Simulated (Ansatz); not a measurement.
Born–Oppenheimer molecular dynamics of CH6NSi (9 atoms, charge 0, multiplicity 2). It starts at the highest image of a converged band. Of that band: The profile has 2 maxima (images 2, 4) with wells between them (image 3): this band takes more than one step, which may be the mechanism or a detour left from its start path. Neighbouring images differ by up to 2.8 eV, so the band resolves the path poorly. A vibrational analysis at the climbing image gives one clearly imaginary mode, 1443i cm⁻¹: a first-order saddle point.

Computed with UKS B3LYP-D4/def2-mTZVP (Ansatz 0.2.0).

```yaml
ensemble: NVE (velocity Verlet)
time_step: 0.5 fs
steps_asked: 200
starting_velocities_drawn_for: 100 K
seed: 8847
```

Frames 2.5 fs apart, positions in Å.

Velocities at 45.0 fs (Å/ps):

```
C -0.13 -1.72 5.80
Si 4.34 7.72 -4.65
N -5.63 -6.32 -4.94
H -0.12 6.59 -3.74
H -25.31 -64.42 33.13
H 2.68 24.76 62.06
H 16.11 2.72 9.20
H -33.87 -32.66 14.77
H -0.63 -43.79 13.80
```

```xyz
9
Properties=species:S:1:pos:R:3 time_fs=45.0 energy_less_start_eV=-0.950 T=1147
C -1.086 0.354 -1.187
Si 0.625 0.714 -0.443
N 0.293 -0.913 1.447
H -2.022 0.919 -1.048
H -1.048 -0.160 -2.173
H 0.569 -0.661 2.442
H 1.182 -0.526 -1.075
H 0.688 -1.734 1.040
H -0.689 -1.147 1.373
9
Properties=species:S:1:pos:R:3 time_fs=47.5 energy_less_start_eV=-0.628 T=796
C -1.086 0.350 -1.174
Si 0.635 0.732 -0.454
N 0.278 -0.926 1.438
H -2.010 0.927 -1.054
H -1.117 -0.308 -2.072
H 0.557 -0.637 2.511
H 1.235 -0.525 -1.054
H 0.644 -1.825 1.091
H -0.704 -1.234 1.423
9
Properties=species:S:1:pos:R:3 time_fs=50.0 energy_less_start_eV=-0.929 T=1121
C -1.083 0.345 -1.163
Si 0.642 0.749 -0.465
N 0.263 -0.938 1.436
H -1.983 0.926 -1.048
H -1.190 -0.426 -1.942
H 0.508 -0.694 2.388
H 1.302 -0.526 -1.034
H 0.667 -1.879 1.182
H -0.725 -1.258 1.497
9
Properties=species:S:1:pos:R:3 time_fs=52.5 energy_less_start_eV=-0.709 T=884
C -1.076 0.338 -1.154
Si 0.649 0.764 -0.475
N 0.242 -0.957 1.429
H -1.966 0.937 -1.029
H -1.264 -0.522 -1.801
H 0.489 -0.747 2.297
H 1.368 -0.511 -1.012
H 0.714 -1.855 1.296
H -0.732 -1.228 1.565
9
Properties=species:S:1:pos:R:3 time_fs=55.0 energy_less_start_eV=-0.699 T=871
C -1.068 0.329 -1.146
Si 0.655 0.778 -0.484
N 0.217 -0.982 1.409
H -1.953 0.964 -0.998
H -1.334 -0.607 -1.661
H 0.549 -0.707 2.417
H 1.420 -0.474 -0.989
H 0.767 -1.819 1.377
H -0.752 -1.187 1.600
9
Properties=species:S:1:pos:R:3 time_fs=57.5 energy_less_start_eV=-0.426 T=573
C -1.060 0.317 -1.138
Si 0.660 0.789 -0.493
N 0.197 -1.002 1.402
H -1.919 0.987 -0.969
H -1.395 -0.671 -1.517
H 0.575 -0.642 2.440
H 1.457 -0.421 -0.975
H 0.806 -1.835 1.402
H -0.794 -1.172 1.609
9
Properties=species:S:1:pos:R:3 time_fs=60.0 energy_less_start_eV=-0.795 T=973
C -1.055 0.303 -1.130
Si 0.665 0.800 -0.500
N 0.186 -1.014 1.411
H -1.864 1.004 -0.950
H -1.438 -0.704 -1.364
H 0.527 -0.596 2.282
H 1.486 -0.367 -0.976
H 0.784 -1.863 1.381
H -0.813 -1.194 1.593
9
Properties=species:S:1:pos:R:3 time_fs=62.5 energy_less_start_eV=-0.643 T=812
C -1.049 0.288 -1.121
Si 0.669 0.810 -0.506
N 0.177 -1.026 1.422
H -1.814 1.029 -0.946
H -1.464 -0.716 -1.208
H 0.477 -0.509 2.132
H 1.520 -0.326 -0.999
H 0.699 -1.880 1.333
H -0.798 -1.242 1.556
9
Properties=species:S:1:pos:R:3 time_fs=65.0 energy_less_start_eV=-0.547 T=703
C -1.040 0.273 -1.109
Si 0.671 0.819 -0.511
N 0.165 -1.043 1.421
H -1.784 1.064 -0.961
H -1.477 -0.726 -1.057
H 0.499 -0.322 2.153
H 1.560 -0.297 -1.042
H 0.628 -1.912 1.286
H -0.797 -1.293 1.515
9
Properties=species:S:1:pos:R:3 time_fs=67.5 energy_less_start_eV=-0.303 T=437
C -1.030 0.262 -1.094
Si 0.672 0.826 -0.515
N 0.153 -1.050 1.419
H -1.763 1.085 -1.003
H -1.478 -0.730 -0.915
H 0.498 -0.254 2.124
H 1.598 -0.269 -1.093
H 0.626 -1.955 1.267
H -0.836 -1.315 1.492
9
Properties=species:S:1:pos:R:3 time_fs=70.0 energy_less_start_eV=-0.546 T=698
C -1.020 0.255 -1.075
Si 0.672 0.830 -0.520
N 0.142 -1.052 1.418
H -1.743 1.076 -1.072
H -1.461 -0.711 -0.792
H 0.451 -0.360 2.014
H 1.626 -0.228 -1.143
H 0.662 -1.937 1.293
H -0.857 -1.287 1.488
9
Properties=species:S:1:pos:R:3 time_fs=72.5 energy_less_start_eV=-0.587 T=744
C -1.008 0.251 -1.053
Si 0.671 0.832 -0.525
N 0.127 -1.063 1.406
H -1.735 1.047 -1.164
H -1.433 -0.675 -0.691
H 0.453 -0.412 2.016
H 1.636 -0.175 -1.183
H 0.705 -1.861 1.354
H -0.845 -1.228 1.495
```

Of the whole run (100 fs, mean temperature of the second half 663 K): The conserved energy stayed within 0.76 meV per atom of its start (net change 0.12 meV per atom), so the integration is sound. The system heated up, since it started high on the potential surface and ran downhill. A run of 0.1 ps of so small a system gives no equilibrium averages.

Time of the run: 7.4 min on 2 threads of Arm Neoverse V1, with other jobs on the host, peak memory 0.17 GiB.
